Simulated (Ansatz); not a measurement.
This geometry of BH4N + H2S (9 atoms, charge 0, multiplicity 1) is a first-order saddle point.

All numbers below come from RKS B3LYP-D4/6-31G* in Ansatz.

```xyz
9
Properties=species:S:1:pos:R:3
B -0.044 0.116 0.290
N -0.018 0.085 1.823
H -0.814 -0.343 2.286
H 0.845 -0.233 2.255
H 1.009 -0.042 -0.251
H -1.053 -0.253 -0.234
S -0.229 2.375 0.301
H -1.578 2.432 0.344
H -0.118 1.538 1.595
```

Problem. Which two structures does it join? (They come from a converged band through this point; their orientation in space is the band's.)

Solution. Bonds broken: S7–H9. Bonds formed: B1–S7, N2–H9. BH4N + H2S becomes BH6NS.

Initial state:

```xyz
9
Properties=species:S:1:pos:R:3
B 0.134 -0.606 0.230
N 0.120 -0.309 1.594
H -0.730 -0.207 2.134
H 0.959 -0.258 2.158
H 1.185 -0.756 -0.319
H -0.908 -0.686 -0.352
S -0.877 3.287 1.410
H -1.607 3.124 0.285
H -0.276 2.084 1.271
```

Final state:

```xyz
9
Properties=species:S:1:pos:R:3
B -0.116 0.464 0.199
N 0.004 0.138 1.857
H -0.698 -0.532 2.172
H 0.923 -0.232 2.099
H 0.923 0.078 -0.267
H -1.098 -0.125 -0.168
S -0.236 2.364 0.019
H -1.576 2.506 0.131
H -0.126 1.013 2.370
```

Problem. How far does it lie above each of them?

Solution. 0.98 eV above the first and 1.30 eV above the second. This is the barrier of this one path; another mechanism may lie lower. The orbitals stay closed-shell, which can raise the energy where a bond breaks towards radicals; this wasn't checked here.

The run took 5.7 min on 1 thread of Arm Neoverse V1 (shared host), peak memory 0.12 GiB.
